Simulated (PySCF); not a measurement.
All numbers come from PySCF, B3LYP, basis S def2-TZVP, O def2-TZVP (no relativity, density fitting). Open shells, if any, are unrestricted.

What shape and geometry does isolated singlet SO₂ take (every ligand bound to S)?

Counting electrons, sulfur keeps 2 of its valence electrons outside its bonds, so the VSEPR class is AX2E1 and the expected shape is bent (C2v), as computed. The lowest minimum found is a singlet of C2v symmetry with S–O 1.439 Å (×2); O–S–O 118.9°. Its harmonic wavenumbers are 522 (a1), 1179 (a1), 1377 (b2) cm⁻¹ and its dipole moment is 1.76 D.
